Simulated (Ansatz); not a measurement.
## Cost against result

The pair of NH₄⁺ (SMILES [NH4+], atoms 1–5) and SO₂ (SMILES O=S=O, atoms 6–8), both closed shells, in one local arrangement (a lower one may exist), relaxed at PBE0-D4/def2-TZVP:

```csv
atom,x (Å),y (Å),z (Å)
N1,-0.0619,0.0155,-1.3526
H2,-0.1764,-0.1570,-0.3231
H3,-0.9634,0.2683,-1.7597
H4,0.2828,-0.8317,-1.8062
H5,0.6024,0.7745,-1.5094
O6,0.9110,0.7430,2.8072
S7,-0.0980,-0.2474,2.6510
O8,-0.4966,-0.5652,1.2926
```

Interaction energies are counterpoise-corrected; the time is that of the whole pair.

Computed with Ansatz 0.2.0 (basis: as named in each row); correlated methods freeze the cores. B3LYP uses VWN-RPA correlation. Extrapolation: Hartree–Fock as exp(−7.88 √X), correlation as X^−2.97.

Times are rough, for one single point on 4 threads of a shared host (Arm Neoverse V2).

The estimate by CCSD(T) at an estimated basis limit (MP2 extrapolated from triple and quadruple zeta, plus CCSD(T) − MP2 in triple zeta) is -62.8 kJ/mol.

```csv
method,basis,time (s),interaction energy (kJ/mol),method less estimate
HF,STO-3G,under 1,-95.9,-33.1
PBE-D4,STO-3G,under 1,-125.4,-62.6
SPW92,def2-SVP,under 1,-86.3,-23.5
B3LYP-D4,6-31G,under 1,-84.2,-21.4
PBE-D4,def2-SVP,under 1,-74.5,-11.7
PBE0-D4,def2-SVP,under 1,-75.1,-12.4
CCSD(T),def2-SVP,2,-65.3,-2.5
revPBE-D4,def2-TZVPPD,2,-62.3,0.4
PBE-D4,def2-TZVPPD,2,-65.6,-2.9
BLYP-D4,def2-TZVPPD,2,-65.3,-2.5
HSE06-D4,def2-TZVPPD,2,-66.5,-3.7
PBE0-D4,def2-TZVPPD,2,-66.6,-3.8
B3LYP-D4,def2-TZVPPD,2,-67.1,-4.4
wB97M-V,def2-SVP,2,-75.4,-12.7
r2SCAN-D4,def2-TZVPPD,3,-63.0,-0.2
B2PLYP,def2-TZVPPD,4,-61.2,1.6
wB97X-V,def2-TZVPPD,4,-63.8,-1.1
B97M-V,def2-TZVPPD,6,-63.4,-0.6
wB97M-V,def2-TZVPPD,6,-65.0,-2.2
MP2,def2-QZVPPD,13,-60.4,2.4
CCSD(T),def2-TZVPPD,86,-60.9,1.9
```

T1 diagnostic: at most 0.023. The restricted Hartree–Fock reference is unstable towards an unrestricted one at one or more of these structures.
